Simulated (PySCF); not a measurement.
PySCF input (HF/aug-pcseg-2):

```python
import numpy as np, basis_set_exchange as bse
from pyscf import gto, scf, dft, df
from pyscf.prop.nmr import rhf as nmr

basis = {'H': gto.basis.parse(bse.get_basis('aug-pcseg-2', elements=['H'], fmt='nwchem')), 'Si': gto.basis.parse(bse.get_basis('aug-pcseg-2', elements=['Si'], fmt='nwchem'))}
mol = gto.M(
    atom='''
    Si   -0.00000000   -0.00000000    0.00000000
    H     0.87559489    0.85467525    0.83309847
    H    -0.82219976   -0.86546541    0.87529791
    H    -0.88619780    0.85452031   -0.82197187
    H     0.83280267   -0.84373015   -0.88642451
    ''',
    basis=basis,
    charge=0,
    verbose=4,
    max_memory=7359,
)
mf = scf.RHF(mol)
mf.conv_tol = 1e-9
mf.max_cycle = 100
print('smallest overlap eigenvalue', np.linalg.eigvalsh(mol.intor('int1e_ovlp'))[0])
mf.kernel()
dip = mf.dip_moment()
n = nmr.NMR(mf)
n.verbose = 2
n.max_cycle_cphf = 60
sigma = n.kernel()
for i, x in enumerate(sigma):
    print(mol.atom_symbol(i), i + 1, round(x.trace() / 3, 3))
```

Output:

```
PySCF version 2.14.0

[INPUT] verbose = 4
[INPUT] num. atoms = 5
[INPUT] num. electrons = 18
[INPUT] charge = 0
[INPUT] spin (= nelec alpha-beta = 2S) = 0
[INPUT] symmetry False subgroup None
[INPUT] Mole.unit = angstrom
[INPUT] Symbol           X                Y                Z      unit          X                Y                Z       unit  Magmom
[INPUT]  1 Si     0.000000000000   0.000000000000   0.000000000000 AA    0.000000000000   0.000000000000   0.000000000000 Bohr   0.0
[INPUT]  2 H      0.875594890000   0.854675250000   0.833098470000 AA    1.654634538169   1.615102147944   1.574327943094 Bohr   0.0
[INPUT]  3 H     -0.822199760000  -0.865465410000   0.875297910000 AA   -1.553732366083  -1.635492595184   1.654073327304 Bohr   0.0
[INPUT]  4 H     -0.886197800000   0.854520310000  -0.821971870000 AA   -1.674671134192   1.614809353778  -1.553301716397 Bohr   0.0
[INPUT]  5 H      0.832802670000  -0.843730150000  -0.886424510000 AA    1.573768962107  -1.594418906538  -1.675099554002 Bohr   0.0

nuclear repulsion = 21.3328090196378
number of shells = 52
number of NR pGTOs = 185
number of NR cGTOs = 142
basis = {'H': [[0, [75.4732, 0.00427821], [11.3575, 0.0328672], [2.60081, 0.159578], [0.735503, 0.5]], [0, [0.231761, 1.0]], [0, [0.0741675, 1.0]], [0, [0.022307, 1.0]], [1, [1.6, 1.0]], [1, [0.45, 1.0]], [1, [0.066921, 1.0]], [2, [1.25, 1.0]], [2, [0.089229, 1.0]]], 'Si': [[0, [99613.3, 0.000235546], [14931.1, 0.00182707], [3398.2, 0.00951425], [962.14, 0.0388172], [313.43, 0.127328], [112.683, 0.313522], [43.3372, 0.5], [17.0029, 0.340347]], [0, [88.4208, -0.0404451], [26.6756, -0.178059], [4.7964, 0.5]], [0, [2.39385, 0.5], [1.08333, 0.338016]], [0, [0.25242, 1.0]], [0, [0.089121, 1.0]], [0, [0.02939, 1.0]], [1, [709.901, 0.00123028], [168.426, 0.0101366], [53.9946, 0.051184], [19.8646, 0.169967], [8.01369, 0.370717], [3.3187, 0.5], [1.36112, 0.344128]], [1, [6.22158, -0.0166609], [0.503049, 0.5]], [1, [0.179848, 1.0]], [1, [0.0591912, 1.0]], [1, [0.018278, 1.0]], [2, [1.68, 1.0]], [2, [0.38, 1.0]], [2, [0.054833, 1.0]], [3, [0.54, 1.0]], [3, [0.073111, 1.0]]]}
ecp = {}
smallest overlap eigenvalue 0.00012149049998295942

******** <class 'pyscf.scf.hf.RHF'> ********
method = RHF
initial guess = minao
damping factor = 0
level_shift factor = 0
DIIS = <class 'pyscf.scf.diis.CDIIS'>
diis_start_cycle = 1
diis_space = 8
diis_damp = 0
SCF conv_tol = 1e-09
SCF conv_tol_grad = None
SCF max_cycles = 100
direct_scf = True
direct_scf_tol = 1e-13
Set gradient conv threshold to 3.16228e-05
Initial guess from minao.
init E= -290.844422973869
  HOMO = -0.403108582808596  LUMO = 0.021984429528711  gap/eV = 11.56737
cycle= 1 E= -291.239312527633  delta_E= -0.395  |g|= 0.18  |ddm|= 1.53
  HOMO = -0.498249053035611  LUMO = 0.0244563019769049  gap/eV = 14.22354
cycle= 2 E= -291.255823006985  delta_E= -0.0165  |g|= 0.0497  |ddm|= 0.21
  HOMO = -0.48324999859775  LUMO = 0.0254789010350263  gap/eV = 13.84322
cycle= 3 E= -291.257411975152  delta_E= -0.00159  |g|= 0.013  |ddm|= 0.115
  HOMO = -0.485996250934105  LUMO = 0.0254821354075131  gap/eV = 13.91804
cycle= 4 E= -291.257502297091  delta_E= -9.03e-05  |g|= 0.00193  |ddm|= 0.0307
  HOMO = -0.486524085179422  LUMO = 0.0254673142271459  gap/eV = 13.93200
cycle= 5 E= -291.25750552294  delta_E= -3.23e-06  |g|= 0.000378  |ddm|= 0.00697
  HOMO = -0.486490646906255  LUMO = 0.025467201960705  gap/eV = 13.93108
cycle= 6 E= -291.257505652871  delta_E= -1.3e-07  |g|= 3.56e-05  |ddm|= 0.0014
  HOMO = -0.48649213199352  LUMO = 0.0254668058035129  gap/eV = 13.93111
cycle= 7 E= -291.257505653867  delta_E= -9.97e-10  |g|= 2.73e-06  |ddm|= 9.93e-05
  HOMO = -0.486492183472688  LUMO = 0.0254667547981829  gap/eV = 13.93111
Extra cycle  E= -291.257505653872  delta_E= -4.09e-12  |g|= 7.21e-07  |ddm|= 9.68e-06
converged SCF energy = -291.257505653872
Dipole moment(X, Y, Z, Debye): -0.00000,  0.00000,  0.00000
Si 1 478.662
H 2 28.351
H 3 28.351
H 4 28.351
H 5 28.351
```
